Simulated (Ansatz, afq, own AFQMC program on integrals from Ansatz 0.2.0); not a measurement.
# BGeH, triplet: AFQMC among the cluster methods

| atom | x (Å) | y (Å) | z (Å) |
| --- | --- | --- | --- |
| Ge | 0.0000 | 0.0000 | -3.9242 |
| B | 0.0000 | 0.0000 | 1.3678 |
| H | 0.0000 | 0.0000 | 2.5563 |

Connectivity, by distances: Ge ··· BH.

Basis cc-pVDZ. Noble-gas cores (and the filled d shells of Ga–Kr and In–Xe) are frozen. AFQMC by an in-house program on the Cholesky factors that Ansatz 0.2.0 writes for its CCSD(T) run. ph-AFQMC/CISD is guided by a CISD state made of CCSD amplitudes; releasing the constraint for a short imaginary time cuts its bias at the price of noise, slowly where states lie close. Error bars are statistical, one sigma. No spin–orbit coupling.

Determinant: ROHF, the one that the program's search chose, which needn't be the lowest solution. The geometry is a point of a scan.

No full CI on the walks' own integrals is used here; CCSDT(Q) serves as the reference and is uncertain by about the last step of the cluster series.

Cautions: no relativity below Rb; no spin-orbit coupling; inner d shell frozen; lower spins were not checked; higher spins were not checked; a spin-contaminated unrestricted determinant lies lower (UHF 261 meV lower, ⟨S²⟩ 2.47).

```
T1 diagnostic                               : 0.0164
weight of the determinant in the CISD state : 0.870
size of the correlated space                : 8 electrons in 31 orbitals
```

Reference: CCSDT(Q), correlation energy -4.064 eV. The released energy is read at 1.62 1/Eh, later times being too noisy (meV from the phaseless value at times in 1/Eh: 3 ± 8 at 0.24, -6 ± 11 at 0.51, -10 ± 11 at 0.99, -7 ± 9 at 1.62, -39 ± 13 at 2.40).

| level | E − E(reference) (kcal/mol) | share of correlation (%) |
| --- | --- | --- |
| HF | 93.71 | 0.00 |
| MP2 | 28.88 | 69.19 |
| CCSD | 1.82 | 98.06 |
| CCSD(T) | 0.49 | 99.48 |
| CCSDT | 0.05 | 99.94 |
| ph-AFQMC/CISD | 0.32 ± 0.14 | 99.66 |
| released AFQMC | 0.15 ± 0.22 | 99.83 |

A walk keeps the symmetry of its determinant, which the program's search chose and which needn't be the lowest solution, so a lower state of the same spin and another symmetry isn't excluded. Released energies are given only where the last usable release times agree within the noise; a slower fall can still hide under it.
